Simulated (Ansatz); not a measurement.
## Litharge PbO

Computed with PBE-D3(BJ) (Ansatz, an electronic-structure program, plane waves, PAW).

Cell: relaxed at this level.

| Property | Value |
|---|---|
| interlayer binding energy | 24.3 meV/Å² |
| layer repeat distance | 4.994 Å |
| gap between the layers | 2.620 Å |

Note: a distance lies near a switch of the dispersion term, which can move the cell.

Spin–orbit coupling is not included; it can shift volumes and moduli of such heavy elements.

Computed values are for the static lattice.
